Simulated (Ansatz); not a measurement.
The input, for Ansatz 0.2.0:

```yaml
crystal:
  periodic: [false, false, false]
  atoms:
    - {symbol: P, position_ang: [0.000070, -0.000040, -0.029186]}
    - {symbol: H, position_ang: [1.199690, 0.012852, 0.301838]}
    - {symbol: H, position_ang: [-0.611702, 1.033772, 0.296082]}
    - {symbol: H, position_ang: [-0.590152, -1.045406, 0.298956]}
basis:
  gaussian: {orbitals: 6-31G}
total_charge: 1
magnetization: {spin_polarized: true, initial_magnetization: 1}
correlation: {method: mp2, electrons: outside_noble_gas}
scf: {lower_state_search: full}
```

```sh
$ ansatz run in.yaml --threads 1 --pin off --events-out ev --progress --plain --max-ram 2393MiB
```

Output:

```
236 factors; integrals over basis functions are off by at most 1.5e-4 eV
mean field evaluation 1: about -9307.0271 eV, gradient 6.4e0 eV
mean field evaluation 2: about -9307.0303 eV, gradient 6.4e0 eV
mean field evaluation 4: about -9307.3743 eV, gradient 4.7e-1 eV
mean field evaluation 8: about -9307.3786 eV, gradient 9.0e-7 eV
mean field evaluation 16: about -9305.3387 eV, gradient 1.2e1 eV
mean field evaluation 32: about -9307.3752 eV, gradient 9.1e-4 eV
mean field -9307.37860721 eV, -342.0398550471 hartree, gradient 7.4e-7 eV, S^2 0.755714; 3 other end points of the search recorded, 0 dependent functions left out
5 core orbitals not correlated: weight in the atoms' cores, before any rotation towards them, 1.000 or more for the frozen orbitals, at most 0.000 for the correlated occupied ones
reference -9307.37860721 eV, -342.0398550471 hartree; 4, 3 occupied and 10, 11 virtual orbitals, 236 factors
second order -1.25043417 eV of doubles, -0.00000000 eV of singles
Total energy: -9308.62904138 eV, -342.0858076552 hartree
```

Ran on 1 thread of Arm Neoverse V1, shared host: 0.15 s wall, 0.14 GiB peak host memory.
